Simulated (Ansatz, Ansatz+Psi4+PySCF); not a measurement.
```yaml
atoms:
  - { symbol: B, position_ang: [0.0000, 0.0000, -0.8768] }
  - { symbol: F, position_ang: [0.0000, 0.0000, 0.4871] }
```

Basis set: cc-pVTZ (spherical functions). Correlated methods keep 2 orbitals frozen. Charge 0, multiplicity 1.

Computed with Ansatz (development build ahead of 0.2.0); each method stands on the lowest determinant of its kind that the runs found. Restricted open shells among the atoms or ions are ROHF, correlated in semicanonical orbitals with singles.

Problem. Give the atomization energy at this shape (free ground-state atoms in the same class of orbitals less the molecule, no zero-point energy) of singlet BF by RHF-MP2, RHF.

Solution.

| method | atomization energy |
| --- | --- |
| RHF-MP2 | 7.88 eV |
| RHF | 5.88 eV |

Caution: the shape is not the minimum.
